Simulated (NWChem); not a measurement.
## Correlation energy of Cl (-1)

```xyz
1

Cl     0.0000     0.0000     0.0000
```
Charge -1, spin multiplicity 1.

Program: NWChem.

Basis set: def2-TZVPD. Each correlation energy counts from its own Hartree-Fock reference.

The correlated methods keep 5 core orbitals frozen. No row is a measurement; the coupled-cluster row has its own basis-set and correlation limits.

Task: Order these methods by the correlation energy they give, lowest first: CR-CCSD(T), CCSD+T(CCSD), SCS-MP2, MP2, CCSD.

Result: CCSD+T(CCSD) (-225.8 mHa), CR-CCSD(T) (-224.3 mHa), CCSD (-216.9 mHa), MP2 (-200.5 mHa), SCS-MP2 (-196.6 mHa)
